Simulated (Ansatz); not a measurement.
**Active spaces for C₄H₄O, singlet**

Program: Ansatz, Gaussian basis, development build. Basis cc-pVTZ, nonrelativistic, 5 orbitals frozen in the corrections. State-specific CASSCF; RHF is the lowest restricted (open-shell) Hartree–Fock solution met. Letters tell apart solutions met in one space. No symmetry is imposed, so a solution can break that of the shape. Lower solutions, or ones in other orbitals, may exist.

Geometry:

```xyz
9

O     0.0000    0.0000    1.1633
C     0.0000    1.0947    0.3480
C     0.0000   -1.0947    0.3480
C     0.0000    0.7132   -0.9622
C     0.0000   -0.7132   -0.9622
H     0.0000    2.0494    0.8511
H     0.0000   -2.0494    0.8511
H     0.0000    1.3708   -1.8197
H     0.0000   -1.3708   -1.8197
```

CASSCF less RHF, in eV, and natural occupations:

```json
{"CAS": "(6,5) a", "CASSCF": "-1.530", "occupations": "1.99, 1.98, 1.97, 0.03, 0.02"}
{"CAS": "(6,5) b", "CASSCF": "-1.421", "occupations": "1.99, 1.95, 1.91, 0.09, 0.06"}
```

(1) What totals less RHF do the corrections give on each solution?

(2) In CAS(6,5), is the solution lowest in CASSCF also lowest after SC-NEVPT2?

(3) How do single-reference totals in the same basis and frozen core stand against SC-NEVPT2 in CAS(6,5) a?

(4) Roughly how much CPU time does a whole run from the default start take (median of such runs, summed over threads; nearly all runs on one pinned thread of a shared server, mostly Xeon at 2.3 to 2.6 GHz, by a development driver)?

## Answers

(1) 

```tsv
CAS	SC-NEVPT2
(6,5) a	-22.972
(6,5) b	-23.707
```

(2) No: (6,5) b is lowest after SC-NEVPT2, 0.73 eV under (6,5) a, which leads in CASSCF.

(3) CCSD(T) -2.315 eV. Coupled cluster stands on the determinant that it favours, which can lie over the RHF solution above, and is in doubt where the occupations are far from 0, 1 and 2.

(4) CAS(6,5) a: about 1.7 min. Other jobs ran beside these, and the count of passes differs.
